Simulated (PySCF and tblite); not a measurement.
Results of a calculation; reference values are marked as such.
Stationary points of C6H7 (charge +1) at B3LYP-D3(BJ)/def2-SVP, in Å:

Structure A

```
 1 C     0.404    0.040   -0.192
 2 C     0.347   -1.295   -0.512
 3 C    -0.337   -2.252    0.368
 4 C    -0.951   -1.722    1.593
 5 C    -0.880   -0.382    1.892
 6 C    -0.206    0.486    1.003
 7 H     0.911    0.754   -0.843
 8 H     0.810   -1.672   -1.429
 9 H     0.356   -3.087    0.626
10 H    -1.099   -2.820   -0.217
11 H    -1.465   -2.419    2.260
12 H    -1.334    0.016    2.801
13 H    -0.155    1.552    1.250
```

Structure B

```
 1 C     0.716    0.955   -0.786
 2 C     0.490   -0.391   -1.179
 3 C    -0.316   -1.252   -0.339
 4 C    -0.867   -0.737    0.864
 5 C    -0.625    0.581    1.216
 6 C     0.163    1.423    0.395
 7 H     1.313    1.605   -1.428
 8 H     0.865   -0.778   -2.130
 9 H     0.996   -1.190   -0.264
10 H    -0.531   -2.271   -0.674
11 H    -1.485   -1.385    1.489
12 H    -1.050    0.981    2.140
13 H     0.333    2.459    0.698
```

Level: PBE0/pcSseg-1 + D3(BJ) on B3LYP-D3(BJ)/def2-SVP stationary points, with GFN2-xTB thermal terms.

Problem. Which structure is a saddle point, and along which motion?

Solution. B: one imaginary mode (607i cm⁻¹ at GFN2-xTB, mostly on H9, C3, C2), along the shift of hydrogen on C3 from C3 to C2.

Problem. Give their symmetry and energies above the lowest.

Solution. A C2v, 0.0 kcal/mol; B Cs, 10.9 kcal/mol.

The ion is treated without a counter-ion.
